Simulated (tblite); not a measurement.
Start geometry of `C#C[P-]C=C` from a force field or distance geometry (Å):
```
atom  x, y, z in Å
C1     3.0681    0.8707    0.4694
C2     2.0357    0.5005   -0.0480
P3     0.4935   -0.0841   -0.8103
C4    -1.0440   -0.2227    0.1796
C5    -2.1840   -0.6511   -0.3596
H6     3.9602    1.2077    0.9160
H7    -0.9848    0.0356    1.2352
H8    -3.0780   -0.7313    0.2355
H9    -2.2532   -0.9194   -1.4157
```

What comes out of this run: GFN2-xTB geometry optimisation, gas phase in tblite 0.8.0?

```
atom  x, y, z in Å
C1     2.7014    0.8079    0.5683
C2     1.7768    0.4125   -0.1042
P3     0.5488   -0.1607   -1.1992
C4    -0.7771   -0.2120   -0.0221
C5    -2.0413   -0.5907   -0.2718
H6     3.4740    1.1532    1.1954
H7    -0.5128    0.0980    0.9865
H8    -2.7980   -0.5954    0.5027
H9    -2.3580   -0.9069   -1.2535
```

The energy falls by 0.557 eV over 42 L-BFGS steps, the largest force on an atom goes from 2.02 to 0.005 eV/Å, and the atoms move by 0.386 Å rms after alignment. The bond that changes most is C2–P3 (ends: alkyne carbon; phosphorus bonded to 2 C), which shortens by 0.075 Å. Bonds longer at the end by more than 0.005 Å: 2 of 8; shorter: 3. Among the angles that change most is C2–P3–C4, from 120.6° to 96.9°. Rotational constants go from 22686, 1809, 1676 to 13101, 2268, 1933 MHz. The orientation of the end geometry is arbitrary; only internal coordinates are fixed.

The run took 0.16 s on one thread of an Arm Neoverse V1 (shared host).

Its GFN2-xTB frequencies are all real (lowest 112 cm⁻¹).

One conformer stands for the species.

The numbers are calculated, not measured.
